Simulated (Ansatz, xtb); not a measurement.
**Relative energy of two isomers of HOSSi−**

Structure X: `O=[Si-]S`, a singlet. Structure Y: `O[Si-]=S`, a singlet. Both are isolated ions in the gas phase, relaxed with PBE0-D3(BJ)/def2-SVPD; the shapes shown needn't be the lowest conformers.

X (Å):

```yaml
atoms:
  - { symbol: O, position_ang: [1.1538, -0.3547, 0.7278] }
  - { symbol: S, position_ang: [-0.7285, 1.0264, -1.4205] }
  - { symbol: Si, position_ang: [0.7588, -0.6822, -0.7588] }
  - { symbol: H, position_ang: [-0.8938, 0.5193, -2.6631] }
```

Y (Å):

```xyz
4

O    -0.8067   -1.4348    1.6700
S    -0.1268   -0.2151   -1.0033
Si   -1.0784   -1.7555   -0.0157
H    -0.2840   -0.6221    1.7263
```

**Question.** Estimate which is lower in electronic energy at CCSD(T)/def2-TZVPPD, and by roughly how much.

**Answer.** The CCSD(T)/def2-TZVPPD calculation puts structure Y lower, by 0.586 eV.

Level by level:

```tsv
level	geometry	E(Y) − E(X) (eV)	departure from the last row (eV)	job, with rough time for the two
GFN2-xTB	GFN2-xTB	+0.229	+0.815	optimisation, 0.23 s
HF/STO-3G	GFN2-xTB	−0.457	+0.129	single point, 0.2 s
r2SCAN-D4/def2-SVPD	GFN2-xTB	−0.678	−0.092	single point, 3.6 s
PBE0-D3(BJ)/def2-SVPD	PBE0-D3(BJ)/def2-SVPD	−0.746	−0.160	optimisation, 28 s
HF/def2-TZVPPD	PBE0-D3(BJ)/def2-SVPD	−0.786	−0.200	part of the CCSD(T) run
MP2/def2-TZVPPD	PBE0-D3(BJ)/def2-SVPD	−0.563	+0.022	part of the CCSD(T) run
CCSD(T)/def2-TZVPPD	PBE0-D3(BJ)/def2-SVPD	−0.586		single point, 58 s
```

As drawn, Y has 1 O–Si, 1 S=Si, 1 O–H in place of 1 O=Si, 1 S–Si, 1 S–H.

GFN2-xTB puts the two in the other order. The largest departure from CCSD(T)/def2-TZVPPD is that of GFN2-xTB, 0.815 eV.

With harmonic frequencies from PBE0-D3(BJ)/def2-SVPD (ideal gas, rigid rotor, one conformer each, 298.15 K, 1 atm): on the last row, ΔE + ΔZPE = −0.491, ΔH = −0.506, ΔG = −0.475 eV.

The T1 diagnostic of structure X is large, so the coupled-cluster value is less sure. The correlated steps freeze 11 core orbitals. Run with Ansatz 0.2.0, xtb 6.7.1; the last row on 1 thread of Arm Neoverse V1 on a shared host.
